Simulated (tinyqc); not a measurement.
Starting guesses with DIIS over 6 matrices: SCF starting guesses in the sto-3g basis, for H2O, spin multiplicity 1. Computed by the program tinyqc with PySCF. RHF with one setting changed at a time; a run stops when the energy changes by less than 1e-09 hartree and the error matrix is below 1e-5. Starts: the lowest orbitals of the core Hamiltonian, of the Wolfsberg-Helmholz matrix (K = 1.75), projected atomic densities, random orbitals, and the highest orbitals of the core Hamiltonian (a deliberately bad start).

Geometry (angstrom):
```
atom       x        y       z
O     0.0000   0.0000  0.0000
H     0.0000   0.8810  0.6650
H     0.0000  -0.9030  0.6810
```

lowest restricted solution found by these runs and by PySCF = -74.933859 hartree

Largest element of the error matrix X^T (FDS - SDF) X:
```
iteration     core  Wolfsberg-Helmholz  atomic densities   random  highest core orbitals
1          5.6e-01             4.9e-01           9.8e-01  3.5e+00                3.9e-01
2          2.7e-01             1.3e-01           2.0e-01  5.0e-01                6.1e-01
3          5.0e-02             3.6e-02           2.6e-02  1.2e-01                6.2e-01
4          1.1e-02             7.1e-03           4.9e-03  6.1e-02                6.1e-01
5          2.8e-03             2.2e-03           8.0e-05  1.5e-02                6.1e-01
6          3.0e-04             2.9e-05           2.5e-05  2.5e-03                5.7e-01
8          1.0e-06             4.5e-07           5.6e-08  7.1e-05                8.1e-03
10               -                   -                 -  3.4e-06                9.3e-04
14               -                   -                 -        -                9.3e-08
```

How each run ends:
```
run                    iterations  E (hartree)         state
core                            8   -74.933859  lowest found
Wolfsberg-Helmholz              8   -74.933859  lowest found
atomic densities                8   -74.933859  lowest found
random                         11   -74.933859  lowest found
highest core orbitals          14   -74.933859  lowest found
```

What does the comparison show, and why?

5 of 5 runs reach the lowest restricted solution found, in 8 to 14 iterations (fastest: core, Wolfsberg-Helmholz, atomic densities). The first errors are 6e-01, 5e-01, 1e+00, 4e+00, 4e-01; the deliberately bad start has the smallest one, so a small first error does not mark a good start.
